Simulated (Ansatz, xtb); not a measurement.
# Relative energy of two isomers of C2H7S+

Structure X: `CC[SH2+]`, a singlet. Structure Y: `C[SH+]C`, a singlet. Both are isolated ions in the gas phase, relaxed with PBE0-D3(BJ)/def2-SVP; the shapes shown needn't be the lowest conformers.

X (Å):

```xyz
10

C    -2.2625   -0.4202   -1.1278
C    -2.3370   -0.7346    0.3490
S    -0.6344   -0.9383    1.0364
H    -3.2897   -0.2412   -1.4802
H    -1.6792    0.4888   -1.3342
H    -1.8570   -1.2571   -1.7150
H    -2.7398    0.1010    0.9426
H    -2.8981   -1.6503    0.5817
H    -0.2896   -2.1289    0.4758
H    -0.9095   -1.4719    2.2572
```

Y (Å):

```xyz
10

C    -2.4107   -0.3029   -1.2214
C    -1.2452   -1.6105    1.0277
S    -1.4539    0.0135    0.2734
H    -2.6920    0.6767   -1.6328
H    -1.7342   -0.8110   -1.9227
H    -3.2944   -0.9158   -1.0029
H    -2.4367    0.5082    1.0703
H    -2.2044   -2.1388    1.1006
H    -0.5332   -2.1587    0.3952
H    -0.7998   -1.4465    2.0189
```

Task: Estimate which is lower in electronic energy at CCSD(T)/def2-TZVP, and by roughly how much.

Result: The CCSD(T)/def2-TZVP calculation puts structure Y lower, by 0.335 eV.

How the difference moves with the method:

```
               level              geometry  E(Y) − E(X) (eV)  departure from the last row (eV)  job, with rough time for the two
            GFN2-xTB              GFN2-xTB              −0.216                            +0.120              optimisation, 0.39 s
           HF/STO-3G              GFN2-xTB              −0.444                            −0.108              single point, 0.74 s
  r2SCAN-D4/def2-SVP              GFN2-xTB              −0.246                            +0.090                 single point, 5 s
PBE0-D3(BJ)/def2-SVP  PBE0-D3(BJ)/def2-SVP              −0.245                            +0.090                optimisation, 37 s
        HF/def2-TZVP  PBE0-D3(BJ)/def2-SVP              −0.371                            −0.036           part of the CCSD(T) run
       MP2/def2-TZVP  PBE0-D3(BJ)/def2-SVP              −0.354                            −0.018           part of the CCSD(T) run
   CCSD(T)/def2-TZVP  PBE0-D3(BJ)/def2-SVP              −0.335                                                  single point, 73 s
```

As drawn, Y has 1 C–S, 1 C–H in place of 1 C–C, 1 S–H.

The levels shown agree on the order. The largest departure from CCSD(T)/def2-TZVP is that of GFN2-xTB, 0.120 eV.

With harmonic frequencies from PBE0-D3(BJ)/def2-SVP (ideal gas, rigid rotor, one conformer each, 298.15 K, 1 atm): the zero-point term adds +0.028 eV; ΔH is −0.305 and ΔG −0.311 eV.

The correlated steps freeze 7 core orbitals. Mirror images aren't counted in ΔG. Codes used: Ansatz 0.2.0, xtb 6.7.1; the last row on 1 thread of AMD EPYC 7R43 64-Core Processor (Zen 3) on a shared host.
